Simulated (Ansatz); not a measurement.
**NaSc₂: from a trial structure to a relaxed crystal**

The calculation used DFT PBE, scalar-relativistic, plane waves, PAW (Ansatz 0.2.0).

The start puts NaSc₂ on the sites of a reported TbCd2 cell (P6/mmm, No. 191), with Na in place of Tb, Sc in place of Cd, at a guessed volume.

Input of the last, converged step (default PAW datasets):

```yaml
crystal:
  lattice:
    - [5.5831073635, 0.0, 0.0]
    - [-2.7915536817, 4.8351128088, 0.0]
    - [0.0, 0.0, 3.0045456559]
  atoms:
    - { symbol: Na, position: [0.0, 0.0, 0.0] }
    - { symbol: Sc, position: [0.3333333333, 0.6666666667, 0.5] }
    - { symbol: Sc, position: [0.6666666667, 0.3333333333, 0.5] }
basis:
  ecutwfc: 420
kpoints:
  mp_grid: { grid: [12, 12, 16] }
hamiltonian:
  xc: pbe
scf:
  occupations: { method: gaussian, width: 0.1 }
output:
  forces: true
  stress: true
  eigenvalues: true
relax:
  adjacent_minimum: "off"
  f_tol: 0.01
  max_steps: 80
  cell: { stress_tol: 0.05 }
```

Launched as:

```bash
ansatz run input.yaml --threads 1 --pin off --max-ram 2560MiB --backend cpu --events-out ev --progress --plain --runs-dir out
```

It took 57 s on 1 thread of Arm Neoverse V2, on a shared host, peak memory 0.52 GiB.

End of the output:

```
SCF converged after 6 iterations
Free energy (F): -5756.540916 eV
Harris-Foulkes:  -5756.540916 eV  (|F-HF|=9.09e-13)
Internal energy: -5756.500068 eV  (E = F + TS)
E sigma→0 (E₀):  -5756.520492 eV
Entropy (-TS):   -0.040848 eV (-13.616 meV/atom)
Fermi energy:    6.554616 eV
--- Per-component energies (eV) ---
  E_band       = -594.350919
  E_kinetic    = 639.225170
  E_local      = -3139.830216  (includes V_loc(G=0)·N_el)
  E_nonlocal   = 283.620465
  E_hartree    = 1100.252235
  E_xc         = -245.473421
  E_vxc        = -305.487939  (∫ρ·V_xc dr)
  E_paw        = -2174.464374  (= ΣΔE_a)
  E_vpaw       = -272.382899  (= ΣTr[D̂ρ^β])
  E_aug_tail   = 0.000010  (compensation charges beyond the density's cutoff)
  E_ewald      = -2219.829937
  E_smearing   = -0.040848  (= −TS)
  E_closure    = 0.000000  (closes the sum)
  Σ components = -5756.540916   (vs F -5756.540916, Δ=0.00e0)
--- Forces (eV/Å), atoms counted from 1 ---
  atom   1  Na     0.00000000     0.00000000     0.00000000
  atom   2  Sc     0.00000000     0.00000000     0.00000000
  atom   3  Sc     0.00000000     0.00000000     0.00000000
  max |Σ_I F_I| component: 6.94e-18 eV/Å
--- Stress (GPa, compression-positive) ---
       -0.008179       0.000000       0.000000
        0.000000      -0.008179       0.000000
        0.000000       0.000000       0.028637
  P = ⅓ Tr σ = 0.0041 GPa (0.041 kbar)
--- Relaxed structure (3 steps of the walk, 3 accepted, 1 SCFs on fresh bases) ---
  F+E_penalty+E_count = -5756.54091555 eV   max|allowed force component| = 1.850e-17 eV/Å   (the final SCF, on the basis selected at the relaxed cell)
  cell:  # Å, volume = 80.9043 Å³
    - [5.598407, 0.000000, 0.0]
    - [-2.799203, 4.848362, 0.0]
    - [0.0, 0.0, 2.980657]
  atoms:
    - { symbol: Na, position: [0.000000, 0.000000, 0.0] }
    - { symbol: Sc, position: [0.333333, 0.666667, 0.500000] }
    - { symbol: Sc, position: [0.666667, 0.333333, 0.500000] }
```

Total energies depend on the potentials used, so only differences within one code and one set of settings carry meaning.

The result has space group P6/mmm (No. 191). Na is coordinated by 2 Na at 2.98 Å and 12 Sc at 3.56 Å; Sc is coordinated by 2 Sc at 2.98 Å, 3 Sc at 3.23 Å and 6 Na at 3.56 Å.

Against the elements it lies at 0.51 eV/atom. Energies over the elements count from the elements' standard structures at the same level, with no empirical corrections.

The k mesh leaves about 4 meV/atom of noise in metals.

Symmetry constrained the relaxation, so the result can be a saddle point.